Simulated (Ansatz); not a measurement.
# C2H2ClF: rigid torsion scan

The task is a rigid torsion scan, for C2H2ClF. SMILES: F/C=C/Cl.

Program: Ansatz 0.2.0 through its Python package. Level of theory: r2SCAN+D3(BJ)/def2-SVP. These are calculated values, not measurements.

### Step 1. Starting point

Bond lengths: F1–C2 1.346 Å, C2–C3 1.328 Å, C3–Cl4 1.711 Å, C2–H5 1.080 Å, C3–H6 1.081 Å. Angles: F1–C2–C3 121.4°, F1–C2–H5 111.5°, C3–C2–H5 127.1°, C2–C3–Cl4 122.9°, C2–C3–H6 123.8°, Cl4–C3–H6 113.3°.

No structure file is read: the coordinates are typed or built in the script.

### Step 2. Script

Contents of run_torsion.py:

```python
import ansatz as az
from ase import Atoms

atoms = Atoms(["F", "C", "C", "Cl", "H", "H"], positions=[
    (-1.7822, 0.4303, 0.004),
    (-0.6373, -0.2765, 0.0005),
    (0.547, 0.3245, -0.0002),
    (2.025, -0.537, -0.0047),
    (-0.8292, -1.3394, -0.0015),
    (0.6767, 1.3981, 0.0019),
])

first = az.Crystal.molecule_from_ase(atoms).calculation()
first = first.basis(gaussian="def2-SVP").functional("r2SCAN", dispersion="d3bj")
first = first.relax(force_tolerance=0.02, max_steps=80)
atoms.positions = first.run().report["positions_ang"]

start = atoms.get_dihedral(0, 1, 2, 3)
energies = {}
for turn in range(0, 360, 30):
    turned = atoms.copy()
    turned.set_dihedral(0, 1, 2, 3, start + turn, indices=[2, 3, 5])
    calc = (
        az.Crystal.molecule_from_ase(turned).calculation()
        .basis(gaussian="def2-SVP")
        .functional("r2SCAN", dispersion="d3bj")
    )
    energies[round((start + turn) % 360)] = calc.run().report["free_energy_ev"]
floor = min(energies.values())
print("dihedral F0-C1-C2-Cl3 (deg)   E - E(min) (kcal/mol)")
for angle, e in sorted(energies.items()):
    print(f"{angle:8d} {23.060548 * (e - floor):14.3f}  " + "#" * int(30 * (e - floor) / max(max(energies.values()) - floor, 1e-9)))
```

### Step 3. The calls as engine input

The package turns the script's settings into the engine's input (first run):

```yaml
crystal:
  periodic: [false, false, false]
  atoms:
    - { symbol: F, position_ang: [-1.7822, 0.4303, 0.004] }
    - { symbol: C, position_ang: [-0.6373, -0.2765, 0.0005] }
    - { symbol: C, position_ang: [0.547, 0.3245, -0.0002] }
    - { symbol: Cl, position_ang: [2.025, -0.537, -0.0047] }
    - { symbol: H, position_ang: [-0.8292, -1.3394, -0.0015] }
    - { symbol: H, position_ang: [0.6767, 1.3981, 0.0019] }
basis:
  gaussian:
    orbitals: def2-SVP
hamiltonian:
  xc: r2scan
  dispersion: d3bj
relax:
  f_tol: 0.02
  max_steps: 80
```

### Step 4. Running it

Started as:

```
$ python run_torsion.py
```

**Question.** What results will this script give? Wanted: range of energy; lowest point, turn.

The runs gave:

| quantity | value |
| --- | --- |
| runs compared | 12 |
| range of energy | 3.863 eV |
| lowest point, turn (°) | 180 |

In words: The lowest point lies at a turn of 180°, the highest 3.863 eV (372.7 kJ/mol) above it at 270°. The grid can miss the true lowest and highest points, and the rest of the molecule is held rigid. A rise of this size means atoms colliding or a bond breaking, not a torsion barrier. Run 0: After 3 moves the largest shift is 0.035 Å. The scan is rigid and the energies are electronic, in a modest basis. With rigid groups the curve can differ much from the relaxed path, the start wasn't checked as a minimum of this torsion, and equivalent turns needn't return to the same energy. A dispersion term here runs with damping parameters fitted for another variant or functional.
